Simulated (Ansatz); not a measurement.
`C/C=C(\C)CC`, relaxed with RKS PBE-D4/def2-SVP in Ansatz 0.2.0 from a rough embedded geometry. The force threshold is 0.03 eV/Å; the program also tests the step.

The species carries charge 0 and has multiplicity 1.

Start:

```xyz
18

C    -0.832    1.195    2.041
C    -0.403    1.144    0.608
C     0.274    0.139    0.065
C     0.670   -1.069    0.865
C     0.662    0.140   -1.388
C    -0.204   -0.830   -2.194
H     0.029    1.347    2.693
H    -1.307    0.261    2.339
H    -1.533    2.009    2.207
H    -0.661    2.000    0.000
H     1.230   -1.774    0.258
H    -0.209   -1.575    1.261
H     1.288   -0.776    1.713
H     1.711   -0.149   -1.485
H     0.548    1.145   -1.799
H     0.087   -0.817   -3.242
H    -1.251   -0.545   -2.121
H    -0.098   -1.845   -1.820
```

```
step  energy (eV)  largest force (eV/Å)  largest move (Å)
   1   -6404.0791                 0.880             0.000
   2   -6404.2044                 0.308             0.053
   3   -6404.2166                 0.090             0.045
   4   -6404.2177                 0.034             0.035
   5   -6404.2183                 0.029             0.012
```

End:

```xyz
18

C    -0.821    1.229    2.076
C    -0.398    1.173    0.634
C     0.266    0.140    0.063
C     0.647   -1.086    0.865
C     0.630    0.151   -1.405
C    -0.175   -0.858   -2.240
H     0.047    1.386    2.757
H    -1.304    0.284    2.408
H    -1.534    2.054    2.266
H    -0.639    2.046    0.000
H     1.208   -1.824    0.257
H    -0.243   -1.606    1.281
H     1.285   -0.819    1.736
H     1.715   -0.077   -1.514
H     0.482    1.173   -1.814
H     0.140   -0.846   -3.303
H    -1.259   -0.625   -2.200
H    -0.045   -1.895   -1.867
```

Hardware: 2 threads of an AMD EPYC 7R13 on a shared host. Wall time 18 s, peak host memory 0.25 GiB.
